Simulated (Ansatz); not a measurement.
# Pulling the pair apart

The pair of NH4⁺ (SMILES [NH4+], atoms 1–5) and HCN (SMILES C#N, atoms 6–8), both closed shells, in one local arrangement (a lower one may exist), relaxed at PBE0-D4/def2-TZVP:

```json
{"atom": "N1", "x (Å)": "0.0984", "y (Å)": "-0.0602", "z (Å)": "-1.4544"}
{"atom": "H2", "x (Å)": "1.0254", "y (Å)": "0.2445", "z (Å)": "-1.7520"}
{"atom": "H3", "x (Å)": "-0.6037", "y (Å)": "0.5490", "z (Å)": "-1.8748"}
{"atom": "H4", "x (Å)": "0.0267", "y (Å)": "-0.0164", "z (Å)": "-0.3946"}
{"atom": "H5", "x (Å)": "-0.0565", "y (Å)": "-1.0169", "z (Å)": "-1.7731"}
{"atom": "C6", "x (Å)": "-0.1650", "y (Å)": "0.1009", "z (Å)": "2.4387"}
{"atom": "N7", "x (Å)": "-0.0880", "y (Å)": "0.0538", "z (Å)": "1.3012"}
{"atom": "H8", "x (Å)": "-0.2374", "y (Å)": "0.1452", "z (Å)": "3.5089"}
```

HCN is shifted rigidly along the line between the mean atom positions of the two fragments (negative: closer). Counterpoise interaction energies in kcal/mol. Computed with Ansatz 0.2.0 (basis: def2-TZVPPD); correlated methods freeze the cores. B3LYP uses VWN-RPA correlation.

```tsv
shift (Å)	PBE0-D4	B3LYP-D4	MP2
-0.17	-22.47	-21.82	-20.70
-0.09	-23.56	-23.09	-22.06
0.00	-23.87	-23.55	-22.60
0.09	-23.65	-23.44	-22.58
0.20	-22.77	-22.68	-21.94
0.43	-20.33	-20.36	-19.83
0.85	-15.51	-15.55	-15.34
1.70	-9.40	-9.38	-9.42
```

(1) What does CCSD(T) give at these shifts? (To be estimated.)

The T1 diagnostic stays at or below 0.012.

Answers

(1) The calculation gives: -20.02, -21.47, -22.09, -22.14, -21.58, -19.56, -15.15, -9.29 kcal/mol. For zero shift, CCSD(T) at an estimated basis limit (MP2 extrapolated from triple and quadruple zeta, plus CCSD(T) − MP2 in triple zeta) gives -22.57 kcal/mol. These are counterpoise interaction energies, counted from the two frozen fragments.

For scale, one of the runs: CCSD(T)/def2-TZVPPD, 196 basis functions, launched by `ansatz run in.yaml --threads 2 --pin off --events-out ev --progress --plain --max-ram 5222MiB`. Time: 42 s of wall clock on 2 CPU threads of an Arm Neoverse V1; the host was shared. Peak host memory: 2.3 GiB.
